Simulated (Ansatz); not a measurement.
A made-up structure of AlSiH$_{3}$F, doublet:

```
6
angstrom
F 1.1436 -2.0155 1.6216
Al 0.8184 -1.6306 0.0404
Si -0.3156 0.5747 -0.3289
H -1.5916 0.3353 -1.0601
H 0.5555 1.4148 -1.1983
H 1.3200 -2.2179 2.4911
```

It is relaxed with PBE-D4/def2-SVP and then PBE0-D4/def2-TZVP (Ansatz 0.2.0). Atoms count as bonded within 1.22 times the sum of their covalent radii (H–H: 0.88 Å). The end point is not checked to be a true minimum.

**Question.** Does its bonding change? (A judgement: the text doesn't fix the answer.)

**Answer.** Computed: Yes. Formed: Si3–H6; broken: F1–H6.

Where it ends: The first stage lowers the energy by 4.20 eV in 25 steps. It ends as AlSiH₃F ([F][Al][SiH3]):
```xyz
6
angstrom
F 1.9264 -2.7416 1.0734
Al 0.8606 -2.2993 -0.1198
Si -0.0743 0.0138 0.1319
H -1.3620 0.1193 -0.6075
H 0.8848 0.9847 -0.4684
H -0.3052 0.3839 1.5561
```

Labels in which every atom is bracketed show which atoms are joined, not bond orders.

For scale, one of the runs: PBE0-D4/def2-TZVP relaxation, 123 basis functions, launched by `ansatz run in.yaml --threads 2 --pin off --events-out ev --progress --plain --max-ram 4352MiB`. The run took about 63 s on 2 CPU threads of an Intel Xeon Platinum 8259CL (shared host).
